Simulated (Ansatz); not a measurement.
in.yaml

```yaml
crystal:
  periodic: [false, false, false]
  atoms:
    - {symbol: P, position_ang: [-0.000010, -0.446857, 2.978417]}
    - {symbol: Ga, position_ang: [0.000016, -0.272444, -1.984519]}
    - {symbol: S, position_ang: [0.000003, -0.261079, -4.003568]}
    - {symbol: H, position_ang: [-0.000009, 0.980380, 3.009670]}
basis:
  gaussian: {orbitals: STO-3G}
magnetization: {spin_polarized: false, initial_magnetization: 1}
correlation: {method: bccd_t, electrons: valence}
accuracy: high
scf: {lower_state_search: light}
```

```sh
$ ansatz run in.yaml --threads 1 --pin off --events-out ev --progress --plain --max-ram 2393MiB
```

Output:

```
533 factors; integrals over basis functions are off by at most 1.6e-8 eV
mean field evaluation 1: about -71595.2339 eV, gradient 2.2e1 eV
mean field evaluation 2: about -71595.2599 eV, gradient 2.2e1 eV
mean field evaluation 4: about -71597.5187 eV, gradient 1.4e1 eV
mean field evaluation 8: about -71605.0784 eV, gradient 2.6e1 eV
mean field evaluation 16: about -71607.8912 eV, gradient 5.1e-5 eV
mean field evaluation 32: about -71607.9385 eV, gradient 1.7e-7 eV
mean field evaluation 64: about -71607.9349 eV, gradient 8.5e-2 eV
mean field evaluation 96: about -71607.9385 eV, gradient 1.5e-4 eV
mean field evaluation 128: about -71607.9264 eV, gradient 4.2e-2 eV
mean field evaluation 160: about -71607.8512 eV, gradient 7.2e-1 eV
...
cycle 290  -4.02048190 eV  change  -9.4e-10 eV  update   9.6e-8
cycle 291  -4.02048190 eV  change    5.5e-9 eV  update   9.6e-8
cycle 292  -4.02048191 eV  change   -1.2e-8 eV  update   9.6e-8
cycle 293  -4.02048192 eV  change   -5.1e-9 eV  update   9.6e-8
cycle 294  -4.02048191 eV  change    6.6e-9 eV  update   9.6e-8
cycle 295  -4.02048190 eV  change    1.2e-8 eV  update   9.3e-8
cycle 296  -4.02048189 eV  change    2.7e-9 eV  update   9.2e-8
cycle 297  -4.02048189 eV  change    4.2e-9 eV  update   9.1e-8
cycle 298  -4.02048189 eV  change    3.9e-9 eV  update   9.0e-8
cycle 299  -4.02048188 eV  change    8.1e-9 eV  update   9.0e-8
Error: not converged in 300 cycles: update norm 9.007e-8, energy change -8.688e-10 eV, smallest ratio of the change in the update to the step in singles and doubles: 2.2e-3
```

The run gave no result to rely on (not converged).

Ran on 1 thread of Arm Neoverse V1, shared host: 47 s wall, 0.24 GiB peak host memory.
